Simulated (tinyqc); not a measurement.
Hueckel theory of the pi electrons with the omega technique, for the molecule C1=CC=C1 (SMILES; centres numbered as the heavy atoms are written), step by step. Computed by tinyqc, a small Python program that keeps every step. Settings: charge = 0, omega = 1.4, damping = 0.5. Command: `OMP_NUM_THREADS=1 python tinyqc.py 20759 20760 out.jsonl` (the two numbers bound the seeds that draw the settings). One thread of a shared host (Intel(R) Xeon(R) Processor @ 2.60GHz), about 0.01 s of CPU time with the checks.

## The Hueckel matrix

Centres:
```
centre  z_r, pi electrons of the neutral centre         h
1C                                            1  0.000000
2C                                            1  0.000000
3C                                            1  0.000000
4C                                            1  0.000000
```

Bonds:
```
i  j  k
1  2  1
2  3  1
3  4  1
4  1  1
```

H_rr = alpha + h_r beta, H_rs = k_rs beta for bonded centres.

Hueckel matrix in units of beta (H = alpha + beta A):
```
          1C        2C        3C        4C
1C  0.000000  1.000000  0.000000  1.000000
2C  1.000000  0.000000  1.000000  0.000000
3C  0.000000  1.000000  0.000000  1.000000
4C  1.000000  0.000000  1.000000  0.000000
```

## Orbitals, round 1

pi electrons, sum of z_r less the charge = 4

Diagonalise; E = alpha + x beta with beta < 0, so the largest x are filled first; degenerate levels share their electrons. P = sum n_i c_ri c_si; each orbital has its largest coefficient positive (the first on a tie).

x values: 2.000000  0.000000  0.000000  -2.000000

occupations: 2.000000  1.000000  1.000000  0.000000

coefficients:
```
         MO1        MO2        MO3        MO4
1C  0.500000   0.705067   0.053675   0.500000
2C  0.500000  -0.053675   0.705067  -0.500000
3C  0.500000  -0.705067  -0.053675   0.500000
4C  0.500000   0.053675  -0.705067  -0.500000
```

charge and bond-order matrix P:
```
          1C        2C        3C        4C
1C  1.000000  0.500000  0.000000  0.500000
2C  0.500000  1.000000  0.500000  0.000000
3C  0.000000  0.500000  1.000000  0.500000
4C  0.500000  0.000000  0.500000  1.000000
```

Within a degenerate level the vectors are fixed only up to a rotation; this is one choice.

## Omega technique, round 1

h_r = h_r(0) + omega q_r, omega = 1.4, with q_r = z_r - P_rr; 0.5 of the old diagonal is kept.

matrix after round 1:
```
          1C        2C        3C        4C
1C  0.000000  1.000000  0.000000  1.000000
2C  1.000000  0.000000  1.000000  0.000000
3C  0.000000  1.000000  0.000000  1.000000
4C  1.000000  0.000000  1.000000  0.000000
```

## Convergence

Each round sets h_r = h_r(0) + omega (z_r - P_rr), keeping the share named as damping of the old diagonal; repeat until output and input diagonals agree to 1e-6.

Rounds:
```
round   sum n x  largest |h(out) - h(in)|
1      4.000000                  1.24e-15
```

Converged in 1 rounds.

## Energy, charges, bond orders

E = sum n x; q_r = z_r - P_rr; bond order p = P_rs; free valence = sqrt(3) - sum of p over the bonds of the atom.

pi energy = 4 alpha + this times beta = 4.000000

pi charges: 1C 0.000000, 2C 0.000000, 3C 0.000000, 4C 0.000000

Bond orders and lengths from R = 1.517 - 0.180 p (angstrom, C-C alone):
```
bond         p         R
1-2   0.500000  1.427000
2-3   0.500000  1.427000
3-4   0.500000  1.427000
4-1   0.500000  1.427000
```

free valence of the carbons: 1C 0.732051, 2C 0.732051, 3C 0.732051, 4C 0.732051

gap between the highest filled and the next level = 2.000000 |beta|
